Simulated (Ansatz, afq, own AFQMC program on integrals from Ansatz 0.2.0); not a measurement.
SiH2O, triplet in cc-pVTZ, levels against CCSDT(Q)

```xyz
4

O    -0.8626   -0.2316    0.0000
H    -1.1119    0.6949    0.0000
H     0.0970   -0.2316    0.0000
Si    1.8774   -0.2316    0.0000
```

Connectivity, by distances: OH2 ··· Si.

Basis cc-pVTZ. Only valence electrons are correlated. AFQMC by an in-house program on the Cholesky factors that Ansatz 0.2.0 writes for its CCSD(T) run. The CISD trial takes its coefficients from CCSD amplitudes. Released means that phaseless walkers are propagated on without the constraint, phases kept. ± is one standard error of the sampling.

Determinant: UHF, the one that the program's search chose, which needn't be the lowest solution. The geometry is a point of a scan.

No full CI on the walks' own integrals is used here; CCSDT(Q) serves as the reference and is uncertain by about the last step of the cluster series.

Cautions: lower spins were not checked; the released energies move by 1.5 errors or more from one time to the next, so no released level is given (meV from the phaseless value at times in 1/Eh: -8 ± 4 at 0.24, -5 ± 3 at 0.51, -11 ± 4 at 0.99, -10 ± 5 at 1.62, -21 ± 6 at 2.40), though the last usable value meets CCSDT(Q) within the noise.

- T1 diagnostic: 0.0134
- weight of the determinant in the CISD state: 0.876
- ⟨S²⟩ of the determinant: 2.016
- size of the correlated space: 12 electrons in 86 orbitals

Reference: CCSDT(Q), correlation energy -9.924 eV.

```tsv
level	E − E(reference) (kJ/mol)	share of correlation (%)
HF	957.5	0.00
MP2	93.0	90.28
CCSD	36.2	96.22
CCSD(T)	3.9	99.60
CCSDT	1.6	99.83
ph-AFQMC/CISD	1.7 ± 0.6	99.83
```

A walk keeps the symmetry of its determinant, which the program's search chose and which needn't be the lowest solution, so a lower state of the same spin and another symmetry isn't excluded.
